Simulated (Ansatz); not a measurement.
Input and output for C₂F₃O, SMILES `F[C]1OC1(F)F` radical.

```yaml
crystal:
  periodic: [false, false, false]
  atoms:
    - {symbol: F, position_ang: [0.672991, -1.636643, 0.869446]}
    - {symbol: C, position_ang: [0.377587, -0.882254, -0.161889]}
    - {symbol: O, position_ang: [-0.939114, -0.545249, -0.386141]}
    - {symbol: C, position_ang: [-0.026924, 0.496766, -0.155391]}
    - {symbol: F, position_ang: [0.195453, 1.316398, -1.158973]}
    - {symbol: F, position_ang: [-0.237891, 1.187079, 0.946848]}
basis:
  gaussian: {orbitals: def2-TZVPP}
magnetization: {spin_polarized: true, initial_magnetization: 1}
hamiltonian: {xc: {name: BLYP}, dispersion: d4}
scf: {lower_state_search: full}
output: {forces: true}
```

```sh
$ ansatz run in.yaml --threads 4 --pin off --events-out ev --progress --plain --max-ram 10444MiB
```

It prints (some lines left out):

```
Functional definition: BLYP
979 factors; their error is unknown
mean field evaluation 1: about -12267.9609 eV, gradient 3.8e1 eV
mean field evaluation 2: about -12255.4479 eV, gradient 7.0e1 eV
mean field evaluation 4: about -12272.0883 eV, gradient 4.0e0 eV
mean field evaluation 8: about -12272.1324 eV, gradient 5.2e-2 eV
mean field evaluation 16: about -12272.1093 eV, gradient 1.1e-3 eV
mean field evaluation 64: about -12272.1093 eV, gradient 1.5e-2 eV
mean field evaluation 96: about -12272.1093 eV, gradient 2.7e-5 eV
mean field -12272.10930848 eV, -450.9916987521 hartree, gradient 3.0e-5 eV, S^2 0.751963; 3 other end points of the search recorded, 0 dependent functions left out
reference -12272.10955047 eV, -450.9917076451 hartree; 24, 23 occupied and 162, 163 virtual orbitals, 979 factors
Total energy: -12272.33747073 eV, -451.0000835601 hartree
Atom 0 at     0.672991    -1.636643     0.869446 Å, force     0.297793    -0.751501     0.986979 eV/Å
Atom 1 at     0.377587    -0.882254    -0.161889 Å, force     0.836627    -0.108705    -0.803571 eV/Å
Atom 2 at    -0.939114    -0.545249    -0.386141 Å, force    -1.704304    -0.608698    -0.325449 eV/Å
Atom 3 at    -0.026924     0.496766    -0.155391 Å, force     0.559255    -0.054110     0.021479 eV/Å
Atom 4 at     0.195453     1.316398    -1.158973 Å, force     0.239693     0.833564    -1.008898 eV/Å
Atom 5 at    -0.237891     1.187079     0.946848 Å, force    -0.229064     0.689450     1.129459 eV/Å
Dipole moment:     0.093452     0.016091     0.011974 e Å
```

It took 6 s on 4 threads of an Arm Neoverse V1 on a shared host, with 0.41 GiB of host memory at the peak.
